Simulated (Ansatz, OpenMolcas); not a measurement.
## CHCl3 (chloroform): from total energies to a heat of formation

CHCl3: 5 atoms, total charge 0, spin state singlet. As SMILES, `ClC(Cl)Cl`. The shape is that of a PBE0-D4/def2-TZVP optimisation.

Total energies at r2SCAN/6-311+G** (OpenMolcas 26.06); the atoms run unrestricted:

| species | state | energy (Eh) |
| --- | --- | --- |
| CHCl3 | singlet | -1419.218783 |
| Cl | doublet | -460.114262 |
| C | triplet | -37.830515 |
| H | doublet | -0.499928 |

Harmonic wavenumbers at PBE0-D4/def2-TZVP, in cm⁻¹: 261, 261, 371, 685, 781, 781, 1237, 1237, 3179.

Measured heats of formation of the gaseous atoms at 298.15 K, in kJ/mol: Cl 121.3, C 716.9, H 218.0. Spin-orbit lowering of the atoms at 298 K (mean of the ground term's levels less their thermal mean, from spectra), in kJ/mol: Cl 3.44, C 0.02. Take 1 Eh = 2625.50 kJ/mol, 1 cm⁻¹ = 0.0119627 kJ/mol, RT = 2.479 kJ/mol.

Task: What heat of formation follows?

Result: 
1. Electronic atomisation energy: 3 × (-460.114262) + (-37.830515) + (-0.499928) − (-1419.218783) = 0.545554 Eh = 1432.4 kJ/mol.
2. Zero-point energy: half the sum of the wavenumbers, 4396.5 cm⁻¹ = 52.6 kJ/mol.
3. Thermal vibrational enthalpy, Σ hcν̃/(exp(hcν̃/kT) − 1): 4.2 kJ/mol. Translation, rotation and pV of a non-linear molecule: 4 RT = 9.9 kJ/mol.
4. The 5 free atoms carry 5/2 RT each: 31.0 kJ/mol.
5. Spin-orbit coupling lowers the free atoms by 3 × 3.44 + 0.02 = 10.3 kJ/mol.
6. Atomisation enthalpy at 298 K: 1432.4 − 10.3 − 52.6 − 4.2 − 9.9 + 31.0 = 1386.4 kJ/mol.
7. Sum of the atoms' heats of formation: 1298.8 kJ/mol. Heat of formation: 1298.8 − 1386.4 = -87.6 kJ/mol.

The tabulated value is -103.5 kJ/mol (Active Thermochemical Tables), so this level is off by +15.9 kJ/mol, or 1.1 % of the atomisation enthalpy that the table implies (1402.3 kJ/mol). Anharmonicity and any spin-orbit splitting of the molecule are left out.
